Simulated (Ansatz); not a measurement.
# Structure relaxation of FeBr

These are results of Ansatz 0.2.0, DFT PBE, scalar-relativistic, plane waves, PAW, not measurements. Cutoff 420 eV, Γ-centred k mesh, Gaussian smearing, collinear spin, first started from parallel moments.

The start puts FeBr on the CoSn structure type (P6/mmm, No. 191), with Fe in place of Co, Br in place of Sn, at a guessed volume.

```
CELL_PARAMETERS angstrom
5.49702 0.00000 0.00000
-2.74851 4.76056 0.00000
0.00000 0.00000 4.43509
ATOMIC_POSITIONS crystal
Fe 0.50000 0.00000 0.00000
Fe 0.50000 0.50000 0.00000
Fe 0.00000 0.50000 0.00000
Br 0.00000 0.00000 0.00000
Br 0.33333 0.66667 0.50000
Br 0.66667 0.33333 0.50000
```

Cell and atoms relax at zero pressure; the relaxation can't lower the symmetry of the start.

Energies over the elements count from the elements' standard structures at the same level, with no empirical corrections.

Task: Describe the relaxed structure.

Result: It keeps P6/mmm (No. 191). The result has the CoSn (Fe on Co sites) structure. Conventional cell: a = 5.548 Å, c = 4.439 Å. Fe has 6 Br at 2.74–2.77 Å and 4 Fe at 2.77 Å; Br on Wyckoff site a (1 atom of the primitive cell) has 6 Fe at 2.77 Å; Br on Wyckoff site d (2 atoms of the primitive cell) is coordinated by 6 Fe at 2.74 Å and 3 Br at 3.20 Å.

```xyz
6
Lattice="5.5480 0.0000 0.0000 -2.7740 4.8047 0.0000 0.0000 0.0000 4.4390" Properties=species:S:1:pos:R:3 pbc="T T T"
Fe    2.7740    0.0000    0.0000
Fe    1.3870    2.4023    0.0000
Fe   -1.3870    2.4023    0.0000
Br    0.0000    0.0000    0.0000
Br    0.0000    3.2031    2.2195
Br    2.7740    1.6016    2.2195
```

Task: What are its volume, energy, gap and moment?

Result: The volume per atom is 19.72 Å³. The density is 5.72 g/cm³ and the energy over the elements is 0.29 eV/atom. The gap on the 12×12×8 mesh is 0 eV (a metal), the net moment per atom is 1.53 μB and the largest site moment is 2.95 μB.

The final run used a 12×12×8 mesh on its 6-atom cell and 0.10 eV smearing. The k mesh leaves about 4 meV/atom of noise in metals. Symmetry constrained the relaxation, so the result can be a saddle point.

Cost: 2 runs of about 6.1 core-minutes in all, on Arm Neoverse V2 (shared hosts).